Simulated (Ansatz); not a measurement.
# doublet [SO2F2]−: levels of theory compared

Aim: a comparison of 4 runs (UHF/6-311+G**, U-r2SCAN/6-311+G**, UB3LYP/6-311+G**, UCCSD/6-311+G**) of doublet [SO2F2]−. 

Program for the calculation: Ansatz 0.2.0.

42 further runs of the same task are left out: 42 set aside as unsound or not needed.

## Step 1: The structure to begin with

[SO2F2]− has 5 atoms, charge -1, and is taken as a doublet. As SMILES of the parent species, `O=S(=O)(F)F`. The shape is that of a PBE0-D4/def2-TZVP optimisation. That shape belongs to the parent species and isn't relaxed for this state.

Bond lengths: O1–S2 1.404 Å, S2–O3 1.404 Å, S2–F4 1.539 Å, S2–F5 1.539 Å. Angles: O1–S2–O3 124.9°, O1–S2–F4 108.1°, O1–S2–F5 108.1°, O3–S2–F4 108.1°, O3–S2–F5 108.1°, F4–S2–F5 95.6°.

## Step 2: A single-point energy at UHF/6-311+G(d,p) (run 1)

in.yaml reads:

```yaml
basis:
  gaussian:
    orbitals: 6-311+G_st__st_-spherical.json
crystal:
  periodic: [false, false, false]
  atoms:
    - {symbol: O, position_ang: [-0.388200, -0.151100, 1.421700]}
    - {symbol: S, position_ang: [0.070900, -0.096900, 0.095900]}
    - {symbol: O, position_ang: [1.129600, -0.862200, -0.418700]}
    - {symbol: F, position_ang: [-1.140900, -0.267600, -0.837400]}
    - {symbol: F, position_ang: [0.328600, 1.377800, -0.261400]}
output: {orbitals: {seedname: orbitals}}
accuracy: high
magnetization:
  spin_polarized: true
  initial_magnetization: 1
hamiltonian:
  xc: hf
total_charge: -1
```

The basis set 6-311+G** is read from a file made from the Basis Set Exchange's data (not shown).

Launch:

```bash
$ ansatz run in.yaml --threads 1 --pin off --max-ram 3480MiB --events-out events.jsonl --progress --plain --runs-dir runs
```

The log of the run:

```text
Warning: RAYON_NUM_THREADS=1 ignored (pool sized by the plan → 1); use --threads N
Functional definition: HF
  name "HF"
  exchange = exact_x
  correlation = 0
2147 factors; integrals over basis functions are off by at most 4.1e-9 eV
mean field evaluation 1: about -20293.4953 eV, gradient 4.7e1 eV
mean field evaluation 2: about -20293.5114 eV, gradient 4.7e1 eV
mean field evaluation 4: about -20301.4655 eV, gradient 4.0e0 eV
mean field evaluation 8: about -20301.5892 eV, gradient 2.1e-1 eV
mean field evaluation 16: about -20301.5955 eV, gradient 2.4e-8 eV
mean field evaluation 32: about -20300.8103 eV, gradient 4.6e-1 eV
mean field evaluation 64: about -20300.9318 eV, gradient 1.0e0 eV
mean field evaluation 96: about -20301.2524 eV, gradient 1.5e0 eV
mean field evaluation 128: about -20301.5955 eV, gradient 7.1e-3 eV
mean field -20301.59552209 eV, -746.0698745212 hartree, gradient 2.8e-8 eV, S^2 0.751044; 3 other end points of the search recorded, 0 dependent functions left out
reference -20301.59552209 eV, -746.0698745212 hartree; 26, 25 occupied and 92, 93 virtual orbitals, 2147 factors
Total energy: -20301.59552209 eV, -746.0698745212 hartree
```

It took 15 s on 1 thread of Arm Neoverse V2, shared host; peak memory 0.46 GiB.

## Step 3: A single-point energy at U-r2SCAN/6-311+G(d,p) (run 2)

run.yaml reads:

```yaml
crystal:
  periodic: [false, false, false]
  atoms:
    - symbol: O
      position_ang: [-0.388200, -0.151100, 1.421700]
    - symbol: S
      position_ang: [0.070900, -0.096900, 0.095900]
    - symbol: O
      position_ang: [1.129600, -0.862200, -0.418700]
    - symbol: F
      position_ang: [-1.140900, -0.267600, -0.837400]
    - symbol: F
      position_ang: [0.328600, 1.377800, -0.261400]
basis:
  gaussian: {orbitals: 6-311+G_st__st_-spherical.json}
total_charge: -1
magnetization: {spin_polarized: true, initial_magnetization: 1}
hamiltonian: {xc: {name: r2SCAN}}
accuracy: high
output: {orbitals: {seedname: orbitals}}
```

The basis set 6-311+G** is read from a file made from the Basis Set Exchange's data (not shown).

Launch:

```bash
$ ansatz run run.yaml --threads 1 --pin off --max-ram 3480MiB --events-out events.jsonl --progress --plain --runs-dir runs
```

The log of the run:

```text
Warning: RAYON_NUM_THREADS=1 ignored (pool sized by the plan → 1); use --threads N
Functional definition: r2SCAN
  name "r2SCAN"
  parameter k0 = 0.174
  parameter k1 = 0.065
  parameter a1 = 4.9479
  exchange = r2scan_x(k0 = k0, k1 = k1, a1 = a1)
  correlation = r2scan_c
2147 factors; integrals over basis functions are off by at most 4.1e-9 eV
mean field evaluation 1: about -20348.3712 eV, gradient 5.4e1 eV
mean field evaluation 2: about -20290.9767 eV, gradient 1.4e2 eV
mean field evaluation 4: about -20358.2095 eV, gradient 1.1e1 eV
mean field evaluation 8: about -20358.5618 eV, gradient 1.3e-1 eV
mean field evaluation 16: about -20358.5620 eV, gradient 8.3e-4 eV
mean field evaluation 32: about -20357.2412 eV, gradient 4.7e0 eV
mean field -20358.56195043 eV, -748.1633521496 hartree, gradient 8.0e-8 eV, S^2 0.750726; 4 other end points of the search recorded, 0 dependent functions left out
reference -20358.56195861 eV, -748.1633524500 hartree; 26, 25 occupied and 92, 93 virtual orbitals, 2147 factors
Total energy: -20358.56195861 eV, -748.1633524500 hartree
```

Run time: 41 s. Hardware: 1 thread of Arm Neoverse V2, shared host; peak memory 0.52 GiB.

## Step 4: A single-point energy at UB3LYP/6-311+G(d,p) (run 3)

molecule.yaml reads:

```yaml
crystal:
  periodic: [false, false, false]
  atoms:
    - symbol: O
      position_ang: [-0.388200, -0.151100, 1.421700]
    - symbol: S
      position_ang: [0.070900, -0.096900, 0.095900]
    - symbol: O
      position_ang: [1.129600, -0.862200, -0.418700]
    - symbol: F
      position_ang: [-1.140900, -0.267600, -0.837400]
    - symbol: F
      position_ang: [0.328600, 1.377800, -0.261400]
basis:
  gaussian: {orbitals: 6-311+G_st__st_-spherical.json}
total_charge: -1
magnetization: {spin_polarized: true, initial_magnetization: 1}
hamiltonian: {xc: {name: B3LYP}}
accuracy: high
output: {orbitals: {seedname: orbitals}}
```

The basis set 6-311+G** is read from a file made from the Basis Set Exchange's data (not shown).

Launch:

```bash
$ ansatz run molecule.yaml --threads 1 --pin off --max-ram 3480MiB --events-out events.jsonl --progress --plain --runs-dir runs
```

The log of the run:

```text
Warning: RAYON_NUM_THREADS=1 ignored (pool sized by the plan → 1); use --threads N
Functional definition: B3LYP
  name "B3LYP"
  parameter a0 = 0.2
  parameter ax = 0.72
  parameter ac = 0.81
  exchange = (1 - a0 - ax)*slater_x + ax*b88_x + a0*exact_x
  correlation = (1 - ac)*vwn_rpa_c + ac*lyp_c
2147 factors; integrals over basis functions are off by at most 4.1e-9 eV
mean field evaluation 1: about -20352.4113 eV, gradient 5.5e1 eV
mean field evaluation 2: about -20310.0705 eV, gradient 1.3e2 eV
mean field evaluation 4: about -20362.8580 eV, gradient 9.1e0 eV
mean field evaluation 8: about -20363.4460 eV, gradient 3.2e-1 eV
mean field evaluation 16: about -20363.4468 eV, gradient 1.8e-3 eV
mean field evaluation 32: about -20363.4468 eV, gradient 5.8e-8 eV
mean field -20363.44680718 eV, -748.3428673238 hartree, gradient 5.9e-8 eV, S^2 0.750389; 0 other end points of the search recorded, 0 dependent functions left out
reference -20363.44683559 eV, -748.3428683678 hartree; 26, 25 occupied and 92, 93 virtual orbitals, 2147 factors
Total energy: -20363.44683559 eV, -748.3428683678 hartree
```

Run time: 21 s. Hardware: 1 thread of Arm Neoverse V2, shared host; peak memory 0.55 GiB.

## Step 5: The energy at UCCSD/6-311+G(d,p) (run 4)

input.yaml reads:

```yaml
crystal:
  periodic: [false, false, false]
  atoms:
    - {symbol: O, position_ang: [-0.388200, -0.151100, 1.421700]}
    - {symbol: S, position_ang: [0.070900, -0.096900, 0.095900]}
    - {symbol: O, position_ang: [1.129600, -0.862200, -0.418700]}
    - {symbol: F, position_ang: [-1.140900, -0.267600, -0.837400]}
    - {symbol: F, position_ang: [0.328600, 1.377800, -0.261400]}
basis:
  gaussian:
    orbitals: 6-311+G_st__st_-spherical.json
correlation:
  method: ccsd
  frozen_orbitals: {F: 1, O: 1, S: 5}
total_charge: -1
magnetization:
  spin_polarized: true
  initial_magnetization: 1
scf:
  omitted_lower_state_checks: [cluster_reference, increment]
accuracy: high
```

The basis set 6-311+G** is read from a file made from the Basis Set Exchange's data (not shown).

Launch:

```bash
$ ansatz run input.yaml --threads 1 --pin off --max-ram 3480MiB --events-out events.jsonl --progress --plain --runs-dir runs
```

The log of the run:

```text
Warning: RAYON_NUM_THREADS=1 ignored (pool sized by the plan → 1); use --threads N
[... 4 set-up lines as earlier in the session ...]
these checks for a lower state are left out or cut short: cluster_reference, increment
2147 factors; integrals over basis functions are off by at most 4.1e-9 eV
mean field evaluation 1: about -20293.4953 eV, gradient 4.7e1 eV
mean field evaluation 2: about -20293.5114 eV, gradient 4.7e1 eV
mean field evaluation 4: about -20301.4655 eV, gradient 4.0e0 eV
mean field evaluation 8: about -20301.5892 eV, gradient 2.1e-1 eV
mean field evaluation 16: about -20301.5955 eV, gradient 2.4e-8 eV
mean field evaluation 32: about -20300.8175 eV, gradient 3.5e-2 eV
mean field evaluation 64: about -20301.5609 eV, gradient 2.1e-1 eV
mean field -20301.59552209 eV, -746.0698745212 hartree, gradient 2.8e-8 eV, S^2 0.751044; 10 other end points of the search recorded, 0 dependent functions left out
9 core orbitals not correlated: weight in the atoms' cores, before any rotation towards them, 1.000 or more for the frozen orbitals, at most 0.000 for the correlated occupied ones
reference -20301.59552209 eV, -746.0698745212 hartree; 17, 16 occupied and 92, 93 virtual orbitals, 2147 factors
second order -26.63017594 eV of doubles, -0.00000000 eV of singles
cycle   1  -25.43096954 eV  change     1.2e0 eV  update   1.5e-1
cycle   2  -26.23377061 eV  change   -8.0e-1 eV  update   4.5e-2
cycle   3  -26.40642509 eV  change   -1.7e-1 eV  update   3.0e-2
cycle   4  -26.38023517 eV  change    2.6e-2 eV  update   1.3e-2
cycle   5  -26.37664966 eV  change    3.6e-3 eV  update   9.1e-3
cycle   6  -26.38297452 eV  change   -6.3e-3 eV  update   3.1e-3
cycle   7  -26.38417795 eV  change   -1.2e-3 eV  update   1.8e-3
cycle   8  -26.38402439 eV  change    1.5e-4 eV  update   4.0e-4
cycle   9  -26.38439561 eV  change   -3.7e-4 eV  update   2.5e-4
cycle  10  -26.38420797 eV  change    1.9e-4 eV  update   9.1e-5
cycle  11  -26.38427960 eV  change   -7.2e-5 eV  update   5.4e-5
cycle  12  -26.38430136 eV  change   -2.2e-5 eV  update   1.9e-5
cycle  13  -26.38431148 eV  change   -1.0e-5 eV  update   8.1e-6
cycle  14  -26.38431300 eV  change   -1.5e-6 eV  update   4.9e-6
cycle  15  -26.38431072 eV  change    2.3e-6 eV  update   2.1e-6
cycle  16  -26.38430958 eV  change    1.1e-6 eV  update   8.4e-7
cycle  17  -26.38430998 eV  change   -4.0e-7 eV  update   2.6e-7
cycle  18  -26.38431001 eV  change   -2.2e-8 eV  update   1.1e-7
cycle  19  -26.38430992 eV  change    8.9e-8 eV  update   4.4e-8
cycle  20  -26.38430969 eV  change    2.2e-7 eV  update   1.0e-7
cycle  21  -26.38430972 eV  change   -2.4e-8 eV  update   2.2e-8
cycle  22  -26.38430970 eV  change    1.6e-8 eV  update   6.9e-9
cycle  23  -26.38430970 eV  change   -2.3e-9 eV  update   2.7e-9
Total energy: -20327.97983180 eV, -747.0394800189 hartree
Checks for a lower state left out: cluster_reference, increment
```

It took 2.9 min on 1 thread of Arm Neoverse V2, shared host; peak memory 2.6 GiB.

## Step 6: Overview of the runs

| run | level | frozen core orbitals | energy (Eh) | HOMO energy (eV) | LUMO energy (eV) | ⟨S²⟩ | wall time |
| --- | --- | --- | --- | --- | --- | --- | --- |
| 1 | UHF/6-311+G** | – | -746.069875 | 1.60 | 5.36 | 0.751 | 15 s |
| 2 | U-r2SCAN/6-311+G** | – | -748.163352 | 2.65 | 3.35 | 0.751 | 41 s |
| 3 | UB3LYP/6-311+G** | – | -748.342868 | 2.28 | 3.38 | 0.750 | 21 s |
| 4 | UCCSD/6-311+G** | 9 | -747.039480 | – | – | 0.751 | 2.9 min |

## Step 7: Results

| quantity | value |
| --- | --- |
| run 4: total energy | -747.03948 Eh |
| run 4: correlation energy (9 core orbitals frozen) | -969.6 mEh |
| run 4: ⟨S²⟩ of the reference determinant | 0.751 |
| run 4: T1 diagnostic | 0.024 |

What this shows: Totals of different functionals can't be ranked against each other. In runs 1, 2, 3 the HOMO lies above zero, so the outermost electron may be held by the basis alone. All runs together took 4.2 min, the longest 2.9 min.
